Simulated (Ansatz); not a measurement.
## Scan of [GeH$_{3}$···H···Cl], doublet

Starting geometry:

```xyz
6

Ge   -1.1630    0.0000    0.0000
H    -1.6744    1.4466    0.0000
H    -1.6744   -0.7233    1.2528
H    -1.6744   -0.7233   -1.2528
H     0.3714    0.0000    0.0000
Cl    2.5150    0.0000    0.0000
```

From there H5 is moved from one fragment to the other while all else, the fragments' distance too, stays fixed, so the hump isn't the reaction's barrier; atoms are numbered as listed. Energies are in eV, counted from the starting geometry at the same level. Kohn–Sham curves are unrestricted where that lies lower.

Basis cc-pVDZ; Ansatz 0.2.0. Correlated methods freeze the noble-gas cores and the filled d shells of p-block atoms. Prefix R: restricted or restricted open-shell reference; prefix U: unrestricted. No spin–orbit coupling is included, and no scalar relativity.

In so small a basis the reference is far from its limit while semilocal and hybrid functionals are nearer theirs (RPA and double hybrids share much of the reference's basis error), so the functionals' errors here hold much of the reference's basis and frozen-core error, which can add to them or hide them.

Full CI isn't at hand for all of this; UCCSDT(Q) serves as the reference, and is uncertain by about the last step of the cluster series.

```json
{"distance Ge1-H5 (Å)": "1.534", "UCCSDT(Q)": "0.000", "PBE": "0.000", "r2SCAN": "0.000", "B97M-V": "0.000", "PBE0": "0.000", "B3LYP": "0.000", "wB97M-V": "0.000", "B2PLYP": "0.000", "RPA-PBE": "0.000"}
{"distance Ge1-H5 (Å)": "1.648", "UCCSDT(Q)": "0.039", "PBE": "-0.080", "r2SCAN": "-0.042", "B97M-V": "-0.028", "PBE0": "-0.033", "B3LYP": "-0.034", "wB97M-V": "0.005", "B2PLYP": "0.002", "RPA-PBE": "0.022"}
{"distance Ge1-H5 (Å)": "1.874", "UCCSDT(Q)": "0.230", "PBE": "-0.093", "r2SCAN": "-0.011", "B97M-V": "0.047", "PBE0": "0.028", "B3LYP": "0.042", "wB97M-V": "0.120", "B2PLYP": "0.131", "RPA-PBE": "0.205"}
{"distance Ge1-H5 (Å)": "2.101", "UCCSDT(Q)": "-0.003", "PBE": "-0.297", "r2SCAN": "-0.246", "B97M-V": "-0.124", "PBE0": "-0.193", "B3LYP": "-0.135", "wB97M-V": "-0.142", "B2PLYP": "-0.082", "RPA-PBE": "0.037"}
{"distance Ge1-H5 (Å)": "2.328", "UCCSDT(Q)": "-0.482", "PBE": "-0.563", "r2SCAN": "-0.585", "B97M-V": "-0.469", "PBE0": "-0.560", "B3LYP": "-0.457", "wB97M-V": "-0.575", "B2PLYP": "-0.487", "RPA-PBE": "-0.382"}
```

(1) Judged by the spread of the error over the points with a reference (largest less smallest), which of these follows UCCSDT(Q) best and which worst?

Answers

(1) Subtracting the UCCSDT(Q) column from each: best B2PLYP (errors from -0.099 to 0.000, spread 0.099 eV), worst PBE (from -0.324 to 0.000, spread 0.324 eV). Functionals and wave-function methods converge differently with the basis, so part of this is basis effect.
